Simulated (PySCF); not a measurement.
Substituent chemical shifts

Parent skeleton `[CH2:1]=[C:2]1[CH:3]=[CH:4]1`; one hydrogen on atom 1 is replaced by X. Hydrogens on one atom are averaged.

Calculated, not measured (PySCF 2.14.0 with density-fitted response routines): NMR shieldings at PBE0/pcSseg-1/GIAO, structure optimised with GFN2-xTB. One conformer, relativity neglected, in vacuum.

Scale: TMS for ¹³C (186.93 ppm), ¹H (31.72 ppm) (reference shieldings calculated alike).

Parent (X = H): C1 65.3, C2 122.5, C3 144.0, C4 144.0, H(C1) 4.05, H(C3) 8.23, H(C4) 8.23 ppm. Effects are Δδ = δ(X) − δ(H), positive for deshielding.

(1) Give Δδ (ppm) for X = vinyl, COOH, SO3H.

(2) Which position responds most, and to which substituents?

Answers

(1) 
```tsv
X	SMILES	C1	C2	C3	C4	H(C1)	H(C3)	H(C4)
vinyl	C=CC=C1C=C1	+25.5	-0.6	-0.6	+1.1	+1.39	+0.03	+0.26
COOH	O=C(O)C=C1C=C1	+14.6	+11.5	+6.7	+0.7	+1.08	+0.50	+0.18
SO3H	O=S(=O)(O)C=C1C=C1	+26.7	+8.0	-6.9	+5.7	+1.39	-0.15	+0.68
```

(2) C3: from -6.9 ppm with SO3H to +6.7 ppm with COOH.
